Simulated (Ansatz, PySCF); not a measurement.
Species: methyl formate, C2H4O2, net charge 0, singlet state. 
Structure (B3LYP-D3(BJ)/def2-TZVP (Ansatz, a first-principles code) minimum search):
```xyz
8

C     -0.9314    -0.0909     0.0015
O     -0.7248    -1.2718    -0.0191
O      0.0010     0.8677     0.0146
H     -1.9259     0.3745     0.0125
C      1.3667     0.4114     0.0025
H      1.9749     1.3108     0.0157
H      1.5676    -0.2028     0.8792
H      1.5619    -0.1729    -0.8956
```
Charge 0, spin multiplicity 1.

Dipole moments at this geometry, in debye (magnitudes).

```csv
level,program,dipole (D)
HF/def2-TZVPD,PySCF,2.05
BLYP/def2-TZVPD,Ansatz,1.93
r2SCAN/def2-TZVPD,PySCF,1.96
B97M-V/def2-TZVPD,Ansatz,1.92
B3LYP/def2-TZVPD,Ansatz,1.95
PBE0/def2-TZVPD,Ansatz,1.94
TPSSh/def2-TZVPD,PySCF,1.94
r2SCANh/def2-TZVPD,Ansatz,1.96
HSE06/def2-TZVPD,Ansatz,1.94
CAM-B3LYP/def2-TZVPD,Ansatz,1.96
LC-wPBE/def2-TZVPD,Ansatz,1.96
wB97M-V/def2-TZVPD,Ansatz,1.93
wB97X-V/def2-TZVPD,Ansatz,1.95
CCSD(T)/aug-cc-pVDZ,Ansatz,1.86
```

Measured: 1.77 D (NIST CCCBDB, as tabulated in the package chemicals), a vibrational average, which may belong to another conformer or a mix. This is an older compilation, not checked against later work.
